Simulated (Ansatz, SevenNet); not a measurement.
Voigt–Reuss–Hill shear modulus (GPa) of 26 elemental metals, computed with the machine-learned potential SevenNet-0 (trained on PBE and PBE+U data) and with r²SCAN (Ansatz, an electronic-structure program, PAW). The set holds measured phases with no doubt noted on the run or the magnetic state but for the caveats below. 3 more of the class have both values but aren't in it, for one of these reasons: built or high-temperature cells, doubts on the run or the magnetic state, unlike cells, values of zero, layered or molecular crystals. Solids without a value at one level (not run, failed, or a magnetic order lost), or held back for tests, aren't counted.

All rows, in order of the shift (worked out from unrounded values):

```json
[
 {"solid": "bcc K", "SevenNet-0": "2.52", "r²SCAN": "1.23", "shift (%)": "-51"},
 {"solid": "fcc Sr", "SevenNet-0": "7.38", "r²SCAN": "5.19", "shift (%)": "-30"},
 {"solid": "fcc Pd", "SevenNet-0": "45.0", "r²SCAN": "39.5", "shift (%)": "-12.1"},
 {"solid": "bcc Li", "SevenNet-0": "5.14", "r²SCAN": "5.01", "shift (%)": "-2.4"},
 {"solid": "fcc Pt", "SevenNet-0": "47.6", "r²SCAN": "52.0", "shift (%)": "+9.4"},
 {"solid": "fcc Ca", "SevenNet-0": "6.97", "r²SCAN": "9.46", "shift (%)": "+36"},
 {"solid": "bcc Na", "SevenNet-0": "2.23", "r²SCAN": "3.06", "shift (%)": "+37"},
 {"solid": "fcc Cu", "SevenNet-0": "37.7", "r²SCAN": "59.2", "shift (%)": "+57"},
 {"solid": "fcc Al", "SevenNet-0": "22.4", "r²SCAN": "35.5", "shift (%)": "+59"},
 {"solid": "fcc Ag", "SevenNet-0": "15.7", "r²SCAN": "29.8", "shift (%)": "+90"},
 {"solid": "fcc Pb", "SevenNet-0": "4.65", "r²SCAN": "10.3", "shift (%)": "+121"},
 {"solid": "hcp Mg", "SevenNet-0": "10.2", "r²SCAN": "23.9", "shift (%)": "+134"},
 {"solid": "fcc Rh", "SevenNet-0": "62.6", "r²SCAN": "164", "shift (%)": "+162"},
 {"solid": "hcp Sc", "SevenNet-0": "10.4", "r²SCAN": "27.6", "shift (%)": "+166"},
 {"solid": "fcc Au", "SevenNet-0": "7.81", "r²SCAN": "22.7", "shift (%)": "+191"},
 {"solid": "double-hcp La", "SevenNet-0": "4.37", "r²SCAN": "13.8", "shift (%)": "+215"},
 {"solid": "hcp Zn", "SevenNet-0": "14.8", "r²SCAN": "52.7", "shift (%)": "+257"},
 {"solid": "hcp Tc", "SevenNet-0": "40.8", "r²SCAN": "146", "shift (%)": "+258"},
 {"solid": "fcc Ir", "SevenNet-0": "64.1", "r²SCAN": "239", "shift (%)": "+273"},
 {"solid": "hcp Be", "SevenNet-0": "43.6", "r²SCAN": "173", "shift (%)": "+296"},
 {"solid": "hcp Re", "SevenNet-0": "38.5", "r²SCAN": "181", "shift (%)": "+372"},
 {"solid": "hcp Os", "SevenNet-0": "55.1", "r²SCAN": "281", "shift (%)": "+411"},
 {"solid": "hcp Y", "SevenNet-0": "4.80", "r²SCAN": "24.7", "shift (%)": "+416"},
 {"solid": "hcp Ti", "SevenNet-0": "9.84", "r²SCAN": "51.9", "shift (%)": "+427"},
 {"solid": "hcp Cd", "SevenNet-0": "3.45", "r²SCAN": "24.7", "shift (%)": "+614"},
 {"solid": "hcp Zr", "SevenNet-0": "5.10", "r²SCAN": "40.9", "shift (%)": "+702"}
]
```

The shift from SevenNet-0 to r²SCAN has a median of +164 %, and eight in ten lie between -7.3 % and +421 %; r²SCAN is the larger in 22 of 26. Each level is at its own cell, so the shift holds the change of volume too.

Ansatz's runs of these crystals have no spin polarisation. Meta-GGA and hybrid levels favour moments, which can bear on fcc Pd, hcp Sc, fcc Pt, hcp Ti, hcp Y, fcc Rh.

Spin–orbit coupling is left out, also for the solids with elements from indium on (fcc Pt, hcp Os, double-hcp La, fcc Ir, hcp Re, fcc Pb, fcc Au); its size isn't shown.

Each level is taken at its own relaxed cell. Ansatz's density-functional and Hartree–Fock values are scalar-relativistic unless marked +SOC, with PAW data made under PBE.
